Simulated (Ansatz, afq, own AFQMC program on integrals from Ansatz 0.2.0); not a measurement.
AlH$_{3}$, singlet → AlH₃⁺, doublet

```xyz
4

Al    0.0000    0.0000    0.0000
H     1.5858    0.0151   -0.0001
H    -0.8059    1.3658   -0.0028
H    -0.7799   -1.3808    0.0029
```

E(doublet, charge +1) − E(singlet, charge +0) at this geometry, on RHF and UHF determinants.

Basis cc-pVDZ. Only valence electrons are correlated. Integrals, coupled cluster, full CI and functionals: Ansatz 0.2.0; the random walks run on the same integrals in our own AFQMC program. ph-AFQMC/CISD is guided by a CISD state made of CCSD amplitudes; releasing the constraint for a short imaginary time cuts its bias at the price of noise, slowly where states lie close. Free projection: walkers drawn from exp(T), propagated without any constraint. Its projection time is finite, and what remains of the start isn't in its error. Error bars are statistical, one sigma. The errors of all members are added in quadrature.

Full CI on the same integrals is exact in this basis and with this determinant's frozen core.

The best estimate is CCSD(T) at the basis-set limit (CBS: def2-TZVPP and def2-QZVPP, with their diffuse functions for anions and beside diffuse sets, MP2 extrapolated, CCSD(T) minus MP2 from TZVPP) plus the step from CCSD(T) to full CI in cc-pVDZ. Rows without CBS are in cc-pVDZ, the functionals in def2-TZVP; B2PLYP and the wave-function rows carry a basis error of their own. Core correlation and relativity beyond core potentials are missing, and ± holds the sampling alone.

Cautions: AlH₃⁺ (doublet): unrestricted determinant slightly spin contaminated (⟨S²⟩ 0.84 against 0.75), its ph-AFQMC/CISD value lies 16 ± 3 meV above full CI.

Best estimate: 11.489 eV.

| level | vertical ionization energy (eV) | error against the best estimate (eV) |
| --- | --- | --- |
| HF | 10.661 | -0.829 |
| MP2 | 11.266 | -0.224 |
| CCSD | 11.244 | -0.245 |
| CCSD(T) | 11.241 | -0.249 |
| CCSDT | 11.236 | -0.253 |
| CCSDT(Q) | 11.236 | -0.253 |
| ph-AFQMC/CISD | 11.254 ± 0.004 | -0.235 ± 0.004 |
| released AFQMC | 11.241 ± 0.008 | -0.248 ± 0.008 |
| free AFQMC | 11.244 ± 0.005 | -0.245 ± 0.005 |
| FCI | 11.236 | -0.253 |
| HF/CBS | 10.675 | -0.814 |
| MP2/CBS | 11.523 | 0.033 |
| CCSD(T)/CBS | 11.494 | 0.005 |
| PBE | 10.913 | -0.576 |
| r2SCAN | 11.012 | -0.477 |
| PBE0 | 11.141 | -0.348 |
| B3LYP | 11.199 | -0.291 |
| wB97M-V | 11.345 | -0.145 |
| B2PLYP | 11.237 | -0.252 |

Correlation beyond CCSD(T) takes off 0.005 eV. Going to the basis-set limit adds 0.253 eV at CCSD(T). The perturbative (T) step is worth −0.003 eV. The functionals spread over 0.432 eV; wB97M-V comes nearest and PBE is 0.576 eV too low.

Best estimates are given only where the step beyond CCSD(T) is under 0.3 eV and no member's determinant is very poor (T1 over 0.05, or 0.07 for open shells, ⟨S²⟩ too high by 0.3, two states mixed), so the hardest cases are missing from such tables.

The functionals ran in a triple-zeta set and keep a basis error of their own, a few kJ/mol for each bond in atomization energies and more for double hybrids, so close places among them and the extrapolated levels can swap.

CCSDT and higher add their correlation energy to the determinant of the CCSD(T) run, since their own runs factorise the integrals more tightly (a shift of under 2 meV). Free projections are given only where their last times agree within the noise and don't stop above the reference; a slow remainder of the start can still hide under it. Each member of a difference takes its own highest rung, so a best estimate needn't equal the limit plus the step of one row. A walk keeps the symmetry of its determinant, which the program's search chose and which needn't be the lowest solution, so a lower state of the same spin and another symmetry isn't excluded. Released energies are given only where the last usable release times agree within the noise; a slower fall can still hide under it.
